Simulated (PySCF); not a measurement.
H3P, SMILES P. Atoms are numbered in the order given.

```xyz
4

P      0.0000     0.0000     0.1290
H     -1.0308    -0.5951    -0.6451
H      0.0000     1.1902    -0.6451
H      1.0308    -0.5951    -0.6451
```
Charge 0, spin multiplicity 1.

Geometry: PBE0-D3(BJ)/def2-TZVPD.

Two levels are set side by side: PBE/pcJ-2 (PySCF) and B3LYP/pcJ-2 (PySCF). One-bond couplings, all four terms, same geometry. Isotopes: 1H, 31P. Differences are taken from unrounded values.

| quantity | B3LYP |
|---|---|
| ¹J(P1,H2) (Hz) | 169.1 |
| ¹J(P1,H3) (Hz) | 169.1 |
| ¹J(P1,H4) (Hz) | 169.1 |

### Question
What does PBE give, and how far is it from B3LYP? (The exact figures need the calculation; the answer reports its results.)

### Answer

| quantity | PBE | PBE minus B3LYP |
|---|---|---|
| ¹J(P1,H2) (Hz) | 130.6 | -38.5 |
| ¹J(P1,H3) (Hz) | 130.6 | -38.5 |
| ¹J(P1,H4) (Hz) | 130.6 | -38.5 |

Rough cost on one machine, each run with all the roots and properties that it gave: B3LYP against PBE about 2 times.
